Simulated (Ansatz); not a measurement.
Which is lower?

Two relaxed structures of B2NH6 (charge +1), singlet (PBE0-D4/def2-TZVP; forces vanish, vibrations not checked).

A:

```tsv
atom	x (Å)	y (Å)	z (Å)
B1	-1.0646	1.0621	-0.9267
B2	-0.1032	0.0531	0.0006
N3	0.6629	-0.7537	0.7404
H4	-0.7357	2.1997	-0.9659
H5	-1.9879	0.5454	-1.4602
H6	0.0452	0.3170	-1.2422
H7	-1.1246	0.7115	0.3999
H8	1.4638	-1.2512	0.3693
H9	0.4977	-0.9254	1.7251
```

B:

B1  (-1.239, 0.788, -0.650)
B2  (0.271, 0.160, -0.474)
N3  (0.742, -0.667, 0.753)
H4  (-1.495, 1.893, -0.272)
H5  (-2.103, 0.170, -1.197)
H6  (1.145, 0.280, -1.274)
H7  (1.565, -0.225, 1.178)
H8  (1.066, -1.591, 0.447)
H9  (0.049, -0.808, 1.489)
(Å)

Ansatz 0.2.0; basis: def2-TZVPP; cores frozen in the correlated methods. B3LYP uses VWN-RPA correlation.

Task: Which structure is lower at CCSD(T), and by how much? (To be estimated.)

Result: Computed: A, by 10.20 kcal/mol (electronic energy, against the other). By their contacts, A is B₂NH₆ ([NH2][B]12[H][BH2]1[H]2), total charge +1 and B is B₂NH₆ ([BH2][BH][NH3]), total charge +1.

Task: Do the other methods give the same order? (Judge from chemistry; the calculation decides.)

Result: By the calculation: Not all: HF gives the other order.

```json
{"method": "PBE-D4", "E(B) − E(A) (kcal/mol)": "16.52"}
{"method": "r2SCAN-D4", "E(B) − E(A) (kcal/mol)": "14.44"}
{"method": "PBE0-D4", "E(B) − E(A) (kcal/mol)": "13.33"}
{"method": "B3LYP-D4", "E(B) − E(A) (kcal/mol)": "10.69"}
{"method": "wB97M-V", "E(B) − E(A) (kcal/mol)": "11.70"}
{"method": "HF", "E(B) − E(A) (kcal/mol)": "-2.68"}
{"method": "MP2", "E(B) − E(A) (kcal/mol)": "11.91"}
{"method": "CCSD", "E(B) − E(A) (kcal/mol)": "8.04"}
{"method": "CCSD(T)", "E(B) − E(A) (kcal/mol)": "10.20"}
```

No T1 diagnostic of these runs exceeds 0.014.

Labels in which every atom is bracketed show which atoms are joined, not bond orders.

For scale, one of the runs: CCSD(T)/def2-TZVPP, 177 basis functions, launched by `ansatz run in.yaml --threads 2 --pin off --events-out ev --progress --plain --max-ram 4352MiB`. The run took 14 s on 2 CPU threads of an Intel Xeon (shared host), with 1.7 GiB of host memory at its peak.
